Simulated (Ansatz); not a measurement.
Basis-set extrapolation for `CN1C=C1` (PBE0-D4/def2-TZVP geometry, frozen core, the Gaussian-basis code of Ansatz). Multiplicity 1, RHF reference.

```json
{"": "HF", "def2-TZVPP": "-170.874749", "def2-QZVPP": "-170.882855"}
{"": "MP2 correlation", "def2-TZVPP": "-0.698087", "def2-QZVPP": "-0.743517"}
{"": "CCSD(T) correlation", "def2-TZVPP": "-0.757118", "def2-QZVPP": "not run"}
```

Energies in hartree. Use E(X) = E(∞) + A·exp(−7.88·√X) for Hartree–Fock and E(X) = E(∞) + B·X^(−2.97) for correlation, with X = 3 and 4, and add CCSD(T) minus MP2 of the smaller set to the MP2 limit.

Question: What is the CCSD(T) energy at the basis-set limit?

Answer: HF limit: -170.882855 + (-0.008106) × 0.13774 = -170.88397. MP2 limit: -0.743517 + (-0.045430) × 0.74074 = -0.77717. Higher-order term: -0.757118 − (-0.698087) = -0.05903. Total: -171.72017 hartree, 231.8 kJ/mol below CCSD(T)/def2-TZVPP.
